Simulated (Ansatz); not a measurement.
**Voigt–Reuss–Hill shear modulus of hcp Zn at several levels of theory**

No measured value is used here.

| level (code) | value (GPa) | cell (Å³/atom) |
|---|---|---|
| LDA (Ansatz) | 57.1 | 13.62 |
| PBE (Ansatz) | 41.8 | 15.24 |
| RPBE (Ansatz) | 35.6 | 15.97 |
| PBE-D3(BJ) (Ansatz) | 50.8 | 14.30 |
| r²SCAN+rVV10 (Ansatz) | 56.0 | 14.21 |

PBE-D3(BJ): the dispersion coefficients are held fixed in the derivatives. Each level is taken at its own relaxed cell. Cutoffs differ between the levels. Ansatz's density-functional and Hartree–Fock values are scalar-relativistic unless marked +SOC, with PAW data made under PBE.

Ansatz is a program for electronic structure.
